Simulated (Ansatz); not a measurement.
# AlH3 (SMILES [H][Al]([H])[H]): the energy, rung by rung

AlH3: 4 atoms, total charge 0, spin state singlet. SMILES: `[H][Al]([H])[H]`. The shape comes from GFN2-xTB, which is rough for such elements, and wasn't checked as a minimum.

| atom | x (Å) | y (Å) | z (Å) |
| --- | --- | --- | --- |
| Al | 0.0000 | 0.0000 | 0.0000 |
| H | 1.5527 | -0.0305 | 0.0146 |
| H | -0.7498 | 1.3598 | -0.0191 |
| H | -0.8028 | -1.3293 | 0.0045 |

Each level gives the energy change with the Al1–H2 bond stretched from 1.553 to 3.883 Å (eV). The values are calculated.

| level | kind | program | value (eV) | less FCI/6-31G* |
| --- | --- | --- | --- | --- |
| HF/6-31G* (spherical functions) (restricted) | Hartree–Fock | Ansatz | 5.57 | +2.27 |
| SVWN5/6-31G* (spherical functions) (restricted) | LDA | Ansatz | 4.14 | +0.84 |
| revPBE/6-31G* (spherical functions) (restricted) | GGA | Ansatz | 4.06 | +0.76 |
| B3LYP/6-31G* (spherical functions) (restricted) | global hybrid | Ansatz | 4.47 | +1.17 |
| CAM-B3LYP/6-31G* (spherical functions) (restricted) | range-separated hybrid | Ansatz | 4.94 | +1.64 |
| B2PLYP/6-31G* (spherical functions) (restricted) | double hybrid | Ansatz | 4.47 | +1.17 |
| MP2/6-31G* (spherical functions) (restricted) | perturbation theory | Ansatz | 4.67 | +1.37 |
| CCSDT/6-31G* (spherical functions) (restricted) | coupled cluster or CI | Ansatz | 3.31 | +0.01 |
| FCI/3-21G | exact in the basis | Ansatz | 3.09 | -0.21 |
| FCI/6-31G* (spherical functions) | exact in the basis | Ansatz | 3.30 | 0.00 |

FCI/6-31G* (spherical functions) is exact within its basis and frozen core, so for wave-function methods in that basis the difference is their error; functionals converge differently with the basis, so for them it is only a difference. Spin-restricted single references rise too steeply as a bond breaks, Hartree–Fock most of all. Perturbation and coupled-cluster corrections on them can overshoot downwards. The first shape isn't each level's own minimum. The values span 3.09 to 5.57 eV. High-level rows in very small sets aren't better than simpler rows in larger ones.
